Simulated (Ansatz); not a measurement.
# CCSD(T) forces

HSO (SMILES O[S-]) (charge -1), closed shell, displaced at random from a GFN2-xTB minimum.

O1  (-0.138, -0.558, -0.137)
S2  (0.900, 0.637, 0.589)
H3  (-0.754, 0.001, -0.557)
(Å)

Ansatz 0.2.0; basis: def2-TZVPPD; cores frozen in the correlated methods.

CCSD(T) forces from the calculation:
```json
{"atom": "O1", "Fx": "0.503", "Fy": "-1.262", "Fz (eV/Å)": "0.336"}
{"atom": "S2", "Fx": "0.620", "Fy": "0.538", "Fz (eV/Å)": "0.433"}
{"atom": "H3", "Fx": "-1.124", "Fy": "0.724", "Fz (eV/Å)": "-0.769"}
```

Task: Which atom feels the largest CCSD(T) force, and how large is it?

Result: H3, 1.54 eV/Å, along (-0.73, 0.47, -0.50).

Root-mean-square difference of the force components from those of CCSD(T): PBE0-D4 0.217; wB97M-V 0.162; r2SCAN-D4 0.069; PBE-D4 0.221; HSE06-D4 0.214; r2SCAN0-D4 0.328 eV/Å.

T1 diagnostic: at most 0.015. These are differences at one structure, and CCSD(T) in triple zeta is itself an approximation.

For scale, one of the runs: CCSD(T)/def2-TZVPPD forces, 108 basis functions (an equivalent command: `ansatz run in.yaml --threads 4`). Time: 6.5 s of wall clock on 4 CPU threads; the host was shared. Peak host memory: 0.62 GiB.
